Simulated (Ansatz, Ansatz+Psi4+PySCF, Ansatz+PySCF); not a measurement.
```yaml
atoms:
  - { symbol: Li, position_ang: [-0.0158, -0.0127, 1.6079] }
  - { symbol: O, position_ang: [0.6716, 0.0291, 0.0073] }
  - { symbol: O, position_ang: [-0.6755, -0.0268, -0.0122] }
```

Basis set: cc-pCVTZ on Li; cc-pVTZ on O (spherical functions). Left uncorrelated: 2 orbitals. Correlation on ROHF uses semicanonical orbitals with singles. Charge 0, multiplicity 2.

Computed with Ansatz (development build ahead of 0.2.0); each method stands on the lowest determinant of its kind that the runs found.

(1) Give the atomization energy at this shape (free ground-state atoms in the same class of orbitals less the molecule, no zero-point energy) of doublet LiO₂ by ROHF-MP2, UHF-MP2, ROHF, ROHF-CCSD(T), ROHF-CCSD.

## Answers

(1)

```json
{"method": "ROHF-MP2", "atomization energy": "7.95 eV"}
{"method": "UHF-MP2", "atomization energy": "7.91 eV"}
{"method": "ROHF", "atomization energy": "2.77 eV"}
{"method": "ROHF-CCSD(T)", "atomization energy": "7.45 eV"}
{"method": "ROHF-CCSD", "atomization energy": "7.04 eV"}
```

Caution for ROHF-MP2: another reference gives a lower total.
